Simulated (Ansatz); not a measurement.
The same path of C3H6N (10 atoms, charge 1, multiplicity 1) was run twice with different band settings. The coordinate that changes most is the dihedral C1–C2–N4–H10.

Method: RKS PBE0-D4/STO-3G in Ansatz.

Relaxed end points:

```xyz
10
Properties=species:S:1:pos:R:3
C -1.271 0.226 -0.494
C 0.047 0.061 0.023
C 0.463 -1.300 0.074
N 0.833 1.108 0.433
H -1.858 -0.654 -0.811
H -1.740 1.225 -0.592
H -0.213 -2.102 -0.272
H 1.461 -1.593 0.455
H 0.493 2.083 0.381
H 1.785 0.946 0.804
```

```xyz
10
Properties=species:S:1:pos:R:3
C -1.271 0.226 -0.494
C 0.047 0.061 0.023
C 0.463 -1.300 0.074
N 0.833 1.108 0.433
H -1.858 -0.654 -0.811
H -1.740 1.225 -0.592
H -0.213 -2.102 -0.272
H 1.461 -1.593 0.456
H 1.785 0.946 0.804
H 0.493 2.083 0.381
```

Common settings: spring 5.0 eV/Å²; optimiser quadratic models (default); start path through a guess of the saddle point; force threshold 0.03 eV/Å; iteration limit 60; end points relaxed.

| run | movable images | climbing image |
| --- | --- | --- |
| 1 | 7 | yes |
| 2 | 8 | no |

Problem. What does each run give, and how far can it be trusted?

Solution. Run 1: converged after 25 iterations, highest image 0.675 eV above the first end. A vibrational analysis at the climbing image gives one clearly imaginary mode, 423i cm⁻¹: a first-order saddle point.
Run 2: converged after 16 iterations, highest image 0.714 eV above the first end. No image climbed, so the highest image needn't sit at the top of the path.
Limits of this set-up: minimal basis, the dipole of an ion depends on the origin.
